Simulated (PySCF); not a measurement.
Molecule: SMILES OP(O)O, H3O3P.

Geometry (Å), atoms numbered from 1 in this order:
```xyz
7

O     1.111   -0.821   -0.411
P     0.091    0.013    0.553
O     0.081    1.410   -0.290
O    -1.307   -0.603   -0.020
H     2.035   -0.624   -0.272
H    -0.475    2.092    0.081
H    -1.532   -1.462    0.332
```

Frames of a GFN2-xTB Langevin trajectory at 600 K; GIAO PBE0/pcSseg-1 shieldings in PySCF 2.14.0 with density-fitted response routines, gas phase, non-relativistic; equivalent atoms averaged within each frame.

Scale: 17O (σ = 336.08 ppm) against H2O; 31P (σ = 318.38 ppm) against H3PO4; 1H (σ = 31.72 ppm) vs TMS (reference shieldings calculated alike). The references are static minima.

Q: How do the shifts (ppm) fluctuate along the trajectory?

A: 
| time (fs) | O1/O3/O4 | P2 | H5/H6/H7 |
| --- | --- | --- | --- |
| optimised geometry | 128.5 | 157.0 | 2.65 |
| 250 | 137.4 | 135.9 | 2.79 |
| 425 | 159.1 | 170.9 | 3.96 |
| 625 | 127.4 | 119.5 | 2.91 |
| 800 | 147.4 | 138.3 | 3.67 |
| 1000 | 133.2 | 161.2 | 2.93 |
| mean of frames | 140.9 | 145.2 | 3.25 |
| standard deviation | 12.5 | 20.7 | 0.53 |

5 frames give an uncertainty of the mean of about the standard deviation over 2.2 at best, since frames this close in time may not be independent; classical motion lacks zero-point vibration, and the reference would need the same averaging.
